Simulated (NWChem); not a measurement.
System: C2H4 cation, doublet; SMILES of the neutral closed-shell parent C=C

```xyz
6

C      0.0000     0.7005     0.0000
C      0.0000    -0.7005     0.0000
H      0.9114     1.2647    -0.2104
H     -0.9114     1.2647     0.2104
H     -0.9114    -1.2647    -0.2104
H      0.9114    -1.2647     0.2104
```
Atoms are numbered in this order, from 1.

All runs: NWChem. Spin-unrestricted. In the optimisation the excess spin sits in b1 (D2, its own frame). Geometry: optimised at B3LYP/6-31G* (spherical d), spin-unrestricted. This spin state was assumed; another may lie lower. No stability test was run on the SCF state.

For level PBE/def2-TZVP:

```
Item                                                          Value
-----------------------------------------------------------  ------
highest occupied level (eV)                                  -15.33
lowest empty minus highest occupied level, either spin (eV)    1.66
```

Problem. How do the values read with level CAM-B3LYP/def2-TZVP instead?

Solution. 
| Quantity | Value |
|---|---|
| highest occupied level (eV) | -17.89 |
| lowest empty minus highest occupied level, either spin (eV) | 6.78 |
